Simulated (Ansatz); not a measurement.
Molecule: C$_{5}$H$_{4}$N, charge 0, multiplicity 2. It need not be the lowest isomer of its formula. 
Structure (B3LYP-D3(BJ)/def2-TZVP (Ansatz, a program for electronic structure) minimum search):
SMILES: [c]1ccncc1
```xyz
10

N      0.0016     0.0012     1.3386
C     -0.0016    -0.0013    -1.3845
C      0.0045     1.1418     0.6558
C     -0.0030    -1.1406     0.6579
C     -0.0049    -1.2083    -0.7420
C      0.0031     1.2070    -0.7443
H      0.0083     2.0587     1.2370
H     -0.0053    -2.0564     1.2408
H     -0.0086    -2.1632    -1.2507
H      0.0056     2.1609    -1.2547
```
Charge 0, spin multiplicity 2.

Total electronic energies in hartree. Valence correlation only, unless marked. Open shells are spin-unrestricted. Spin-orbit coupling is left out. Non-relativistic. CBS marks a two-point X^-3 extrapolation of the correlation energy; Hartree-Fock from the larger set. [CCSD(T)-MP2]/basis is that difference in the basis named. The program attaches cautions to a run behind CCSD/STO-3G: large difference. The program attaches cautions to a run behind CCSD(T)/STO-3G: large difference.

The UHF reference is spin-contaminated (<S^2> 0.57 over the pure value in the largest basis). The T1 diagnostic of CCSD in the largest basis is 0.047, which is high, so the coupled-cluster rows are less sure than usual.

```json
[
 {"level": "r2SCAN-D4/def2-TZVPD", "program": "Ansatz + dftd4", "energy (Eh)": "-247.55200"},
 {"level": "PBE0/def2-SVP", "program": "Ansatz", "energy (Eh)": "-247.12662"},
 {"level": "BHLYP-D4/def2-TZVPD", "program": "Ansatz + dftd4", "energy (Eh)": "-247.54787"},
 {"level": "BHLYP/def2-TZVPD", "program": "Ansatz", "energy (Eh)": "-247.53760"},
 {"level": "r2SCAN0-D4/def2-TZVPD", "program": "Ansatz + dftd4", "energy (Eh)": "-247.52000"},
 {"level": "B2GP-PLYP-D3(BJ)/def2-TZVPD", "program": "Ansatz + dftd3", "energy (Eh)": "-247.42588"},
 {"level": "B2GP-PLYP/def2-TZVPD", "program": "Ansatz", "energy (Eh)": "-247.42037"},
 {"level": "B2PLYP/def2-TZVPD", "program": "Ansatz", "energy (Eh)": "-247.47403"},
 {"level": "PBE-QIDH/def2-TZVPD", "program": "Ansatz", "energy (Eh)": "-247.34125"},
 {"level": "MP2/6-31G", "program": "Ansatz", "energy (Eh)": "-246.41917"},
 {"level": "RI-MP2/CBS(cc-pVTZ,cc-pVQZ)", "program": "Ansatz", "energy (Eh)": "-247.1514"},
 {"level": "CCSD/STO-3G", "program": "Ansatz", "energy (Eh)": "-243.36880"},
 {"level": "CCSD(T)/STO-3G", "program": "Ansatz", "energy (Eh)": "-243.38020"},
 {"level": "CCSD(T)/cc-pVDZ", "program": "Ansatz", "energy (Eh)": "-246.90844"},
 {"level": "RI-MP2/CBS(cc-pVTZ,cc-pVQZ)+[CCSD(T)-MP2]/cc-pVDZ", "program": "Ansatz", "energy (Eh)": "-247.2561"}
]
```

Totals of different functionals don't rank their quality; only differences between species are comparable.
